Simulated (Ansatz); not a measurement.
A nudged elastic band was laid between two geometries of CH4AlCl + H (8 atoms, charge 0, multiplicity 2).

All numbers below come from UKS PBE0-D4/6-31G* in Ansatz 0.2.0.

- movable images: 7
- climbing image: yes
- spring: 5.0 eV/Å²
- optimiser: fire
- start path: through a guess of the saddle point
- force threshold: 0.05 eV/Å
- iteration limit: 60
- end points: relaxed
- largest step: 0.02 Å

Image 0:

```xyz
8
Properties=species:S:1:pos:R:3
Al 0.022 0.007 -0.179
H -0.155 -0.012 1.397
C 1.713 0.012 -1.140
H 2.067 -1.017 -1.293
H 1.618 0.470 -2.130
H 2.496 0.540 -0.584
Cl -1.778 0.012 -1.293
H -0.128 -0.014 4.192
```

Image 8:

```xyz
8
Properties=species:S:1:pos:R:3
Al 0.018 0.014 -0.431
H -0.275 0.100 3.146
C 1.769 0.016 -1.341
H 1.933 -0.963 -1.811
H 1.765 0.773 -2.136
H 2.599 0.221 -0.659
Cl -1.685 -0.262 -1.689
H -0.270 0.101 3.891
```

Q: Which bonds break or form, and what moves?

A: Bonds broken: Al1–H2. Bonds formed: H2–H8. CH4AlCl + H becomes CH3AlCl + H2.

Q: Give the energies along the band, and the barrier.

A: The run converged. The highest image is number 3 of 0 to 8, 0.062 eV above the first end and 1.010 eV above the last; the last end lies 0.948 eV below the first. Another band between the same ends (7 images) ends at a top of the same energy, where a vibrational analysis finds 1 clearly imaginary mode.

| image | path coordinate (Å) | energy (eV) | Al1–H2 (Å) | H2–H8 (Å) |
| --- | --- | --- | --- | --- |
| 0 | 0.00 | 0.000 | 1.59 | 2.79 |
| 1 | 0.39 | 0.005 | 1.59 | 2.37 |
| 2 | 0.79 | 0.029 | 1.59 | 1.95 |
| 3 | 1.18 | 0.062 | 1.64 | 1.49 |
| 4 | 1.66 | -0.601 | 2.10 | 0.84 |
| 5 | 2.14 | -0.842 | 2.51 | 0.76 |
| 6 | 2.62 | -0.914 | 2.84 | 0.75 |
| 7 | 3.12 | -0.942 | 3.21 | 0.75 |
| 8 | 3.61 | -0.948 | 3.59 | 0.74 |

Q: What is the geometry of the highest image?

A: 
```xyz
8
Properties=species:S:1:pos:R:3
Al 0.018 0.006 -0.014
H -0.093 -0.006 1.618
C 1.690 0.010 -1.015
H 2.034 -1.018 -1.189
H 1.578 0.487 -1.994
H 2.483 0.526 -0.462
Cl -1.812 0.000 -1.078
H -0.042 -0.004 3.103
```

The band took 28 iterations and of the order of 10 core-minutes.

The run took 10 min on 1 thread of Arm Neoverse V2 (shared host), peak memory 0.16 GiB.
